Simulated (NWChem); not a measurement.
# SiF$_{4}$; SMILES F[Si](F)(F)F

```xyz
5

F      1.3545     0.7353     0.3501
Si     0.0000     0.0000     0.0000
F     -1.1061     1.0727    -0.3518
F     -0.4717    -0.8551     1.2427
F      0.2233    -0.9529    -1.2410
```
Atoms are numbered in this order, from 1.

All runs use the structure optimised with B3LYP/6-31G* (spherical d).

Task: Give the principal values of the shielding tensors (ppm) of F1, Si2 from PBE0/pcSseg-2, GIAO (NWChem), with their diamagnetic and paramagnetic parts as GIAO splits them.

Result: 
```json
[
 {"atom": "F1", "σ11": "304.7", "σ22": "304.7", "σ33": "421.7", "isotropic": "343.7", "diamagnetic": "466.4", "paramagnetic": "-122.7"},
 {"atom": "Si2", "σ11": "450.1", "σ22": "450.1", "σ33": "450.1", "isotropic": "450.1", "diamagnetic": "876.7", "paramagnetic": "-426.6"}
]
```
